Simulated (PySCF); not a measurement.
Species: 1-chloro-2-methoxypropane, C4H9ClO.
Cartesian coordinates in Å at the PBE0-D3(BJ)/def2-SVP level; atoms count from 1:
```
atom  x, y, z in Å
C1     1.053   -0.237    0.466
O2    -0.105    0.502    0.230
C3    -1.201    0.182    1.053
C4    -1.859   -1.131    0.665
C5    -2.132    1.377    0.918
Cl6   -3.508    1.278    2.048
H7     0.934   -1.310    0.226
H8     1.385   -0.156    1.519
H9     1.843    0.171   -0.181
H10   -0.870    0.129    2.111
H11   -2.126   -1.114   -0.403
H12   -1.191   -1.986    0.842
H13   -2.772   -1.288    1.256
H14   -2.535    1.441   -0.102
H15   -1.579    2.299    1.140
```

Computed with PySCF at B3LYP/def2-SVPD, non-relativistic, on one gas-phase PBE0-D3(BJ)/def2-SVP geometry that isn't relaxed in the solvent. The solvent is an IEF-PCM continuum (cavity from Bondi-type radii × 1.2), and excitations are vertical TDDFT with non-equilibrium linear response and a frozen core. Only the electrostatic response of the medium enters.

Gas-phase singlets (H = HOMO, L = LUMO):

```csv
state,E (eV),λ (nm),f,leading configurations
S1,6.805,182,0.005,H→L 97%
S2,7.040,176,0.013,H→L+1 94%
S3,7.287,170,0.004,"H-1→L 70%, H-1→L+1 27%"
S4,7.434,167,0.003,"H-2→L 70%, H-2→L+1 24%"
S5,7.634,162,0.037,H→L+2 93%
```

What are the lowest 5 singlets in acetone (ε = 20.49)?

```tsv
state	E (eV)	λ (nm)	f	leading configurations	change by rank (eV)
S1	6.726	184	0.007	H→L 92%	-0.079
S2	7.066	175	0.014	H→L+1 90%	+0.026
S3	7.329	169	0.006	H-1→L 96%	+0.042
S4	7.448	166	0.007	H-2→L 94%	+0.014
S5	7.663	162	0.036	H→L+2 93%	+0.029
```

How does the list change in methanol (ε = 32.61)?

| state | E (eV) | λ (nm) | f | leading configurations | change by rank (eV) |
| --- | --- | --- | --- | --- | --- |
| S1 | 6.723 | 184 | 0.007 | H→L 92% | -0.082 |
| S2 | 7.069 | 175 | 0.013 | H→L+1 90% | +0.029 |
| S3 | 7.331 | 169 | 0.006 | H-1→L 96% | +0.044 |
| S4 | 7.449 | 166 | 0.007 | H-2→L 94% | +0.015 |
| S5 | 7.665 | 162 | 0.035 | H→L+2 93% | +0.031 |

The ground-state energy changes by -0.163 eV from gas to methanol. By how much does the total energy of gas-phase S5 change?

E(S5) = E(S0) + excitation energy, so it changes by -0.163 + 0.031 = -0.132 eV: it is lowered less than the ground state, which is what a blue shift means. This is the vertical state, with the slow part of the continuum still set for S0.

How do the frontier levels move from gas to methanol?

| orbital | gas (eV) | solvent (eV) | change (eV) | Löwdin shares, gas | Löwdin shares, solvent |
| --- | --- | --- | --- | --- | --- |
| LUMO+2 | 0.96 | 1.12 | +0.16 | Cl6 22 %, H14 13 %, C5 10 %, C1 8 % | Cl6 28 %, C1 13 %, H14 10 %, C5 8 % |
| LUMO+1 | 0.42 | 0.60 | +0.18 | Cl6 28 %, C1 13 %, C5 11 %, H7 8 % | Cl6 17 %, C1 15 %, C4 12 %, C5 8 % |
| LUMO | 0.28 | 0.27 | -0.01 | Cl6 35 %, C5 15 %, C1 10 %, O2 6 % | Cl6 58 %, C5 21 %, O2 6 % |
| HOMO | -7.50 | -7.36 | +0.14 | O2 56 %, C1 10 %, C3 7 %, C4 7 % | O2 56 %, C1 11 %, C3 8 %, C4 7 % |
| HOMO-1 | -8.23 | -8.33 | -0.10 | Cl6 75 %, C5 13 %, H15 5 % | Cl6 72 %, C5 14 %, H15 5 % |
| HOMO-2 | -8.34 | -8.40 | -0.06 | Cl6 68 %, C5 12 %, C3 7 %, O2 4 % | Cl6 61 %, C5 13 %, C3 9 %, O2 5 % |
| HOMO-3 | -9.06 | -8.94 | +0.12 | O2 45 %, C1 12 %, C3 11 %, Cl6 6 % | O2 41 %, C1 13 %, Cl6 11 %, C3 9 % |

The HOMO–LUMO gap goes from 7.78 to 7.63 eV. Rows go by rank; for LUMO and LUMO+1 the atom shares or the degeneracy differ between the runs, so the row needn't follow one orbital.
